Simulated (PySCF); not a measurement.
carbon tetrachloride (CCl₄), SMILES ClC(Cl)(Cl)Cl.

The structure is a stationary point at B3LYP-D3(BJ)/def2-SVP.

Level of theory: TDDFT-PBE/def2-SVPD in PySCF.

Vertical excitations; the highest root listed may be one member of a degenerate set.  State labels are in the subgroup D2.

Computed excitation energies, oscillator strengths and character:
| state | symmetry | energy (eV) | λ (nm) | f | main pairs |
|---|---|---|---|---|---|
| S1 | B1 | 5.04 | 246 | 0.000 | HOMO−2→LUMO (degenerate set) |
| S2 | B3 | 5.04 | 246 | 0.000 | HOMO→LUMO (degenerate set) |
| S3 | B2 | 5.04 | 246 | 0.000 | HOMO−1→LUMO (degenerate set) |
| S4 | B1 | 6.00 | 207 | 0.000 | HOMO−5→LUMO, HOMO→LUMO+2, HOMO−1→LUMO+3 (degenerate set) |
| S5 | B3 | 6.00 | 207 | 0.000 | HOMO−3→LUMO, HOMO−1→LUMO+1, HOMO−2→LUMO+2 (degenerate set) |
| S6 | B2 | 6.00 | 207 | 0.000 | HOMO−4→LUMO, HOMO→LUMO+1, HOMO−2→LUMO+3 (degenerate set) |
| S7 | A | 6.14 | 202 | 0.000 | HOMO−2→LUMO+1 33 %, HOMO−1→LUMO+2 33 %, HOMO→LUMO+3 33 % |
| S8 | B3 | 6.22 | 199 | 0.000 | HOMO−1→LUMO+1, HOMO−2→LUMO+2 (degenerate set) |
| S9 | B2 | 6.22 | 199 | 0.000 | HOMO→LUMO+1, HOMO−2→LUMO+3 (degenerate set) |
| S10 | B1 | 6.22 | 199 | 0.000 | HOMO→LUMO+2, HOMO−1→LUMO+3 (degenerate set) |
| T1 | B1 | 4.74 | 262 | 0 | HOMO−2→LUMO (degenerate set) |
| T2 | B3 | 4.74 | 262 | 0 | HOMO→LUMO (degenerate set) |
| T3 | B2 | 4.74 | 262 | 0 | HOMO−1→LUMO (degenerate set) |
| T4 | B1 | 5.61 | 221 | 0 | HOMO−5→LUMO 85 % |
Triplets are in the Tamm–Dancoff approximation, which puts them higher than full response would, so one can lie above its singlet here.
